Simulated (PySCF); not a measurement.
Molecule: `C=C=CCC`, C₅H₈.

Geometry:
```json
{"atom": "C1", "x (Å)": "2.740", "y (Å)": "-0.074", "z (Å)": "0.311"}
{"atom": "C2", "x (Å)": "1.536", "y (Å)": "-0.153", "z (Å)": "-0.196"}
{"atom": "C3", "x (Å)": "0.329", "y (Å)": "-0.222", "z (Å)": "-0.700"}
{"atom": "C4", "x (Å)": "-0.848", "y (Å)": "0.604", "z (Å)": "-0.257"}
{"atom": "C5", "x (Å)": "-1.954", "y (Å)": "-0.241", "z (Å)": "0.366"}
{"atom": "H6", "x (Å)": "3.492", "y (Å)": "0.600", "z (Å)": "-0.113"}
{"atom": "H7", "x (Å)": "3.036", "y (Å)": "-0.682", "z (Å)": "1.173"}
{"atom": "H8", "x (Å)": "0.146", "y (Å)": "-0.961", "z (Å)": "-1.493"}
{"atom": "H9", "x (Å)": "-1.250", "y (Å)": "1.145", "z (Å)": "-1.131"}
{"atom": "H10", "x (Å)": "-0.506", "y (Å)": "1.371", "z (Å)": "0.456"}
{"atom": "H11", "x (Å)": "-2.816", "y (Å)": "0.381", "z (Å)": "0.650"}
{"atom": "H12", "x (Å)": "-1.593", "y (Å)": "-0.758", "z (Å)": "1.268"}
{"atom": "H13", "x (Å)": "-2.313", "y (Å)": "-1.010", "z (Å)": "-0.336"}
```

Spin–spin couplings on one PBE0-D3(BJ)/def2-SVP geometry, PySCF 2.14.0 with density-fitted response routines, gas phase, non-relativistic, equivalent pairs averaged (without the spin–dipole term); isotopes 13C, 1H; basis pcJ-1.

Question: How do the couplings (Hz) change with the functional? Times are CPU seconds on shared hosts with different chips, so compare them loosely.

Answer: 
```tsv
functional	functions	1J(C1,H6)	1J(C3,H8)	1J(C4,H9)	1J(C5,H11)	1J(C2,C3)	1J(C1,C2)	1J(C3,C4)	core-s
LDA	215	137.5	129.2	101.9	101.4	90.1	87.9	29.7	22
PBE	215	163.2	153.4	122.7	121.6	102.2	100.7	40.2	32
KT2	215	176.9	165.0	129.0	127.6	88.6	87.4	31.2	33
B3LYP	215	178.9	168.0	134.3	133.2	111.4	110.6	47.7	32
PBE0	215	169.9	160.1	127.3	125.5	108.6	107.2	46.4	36
B97-2	215	162.3	152.2	120.9	120.1	106.7	106.2	45.3	35
BHandHLYP	215	195.2	183.6	145.1	143.1	126.2	125.6	59.0	38
CAM-B3LYP	215	176.6	165.9	131.8	130.5	109.9	108.9	47.8	49
``` Left out for a near triplet instability: HF/pcJ-1.
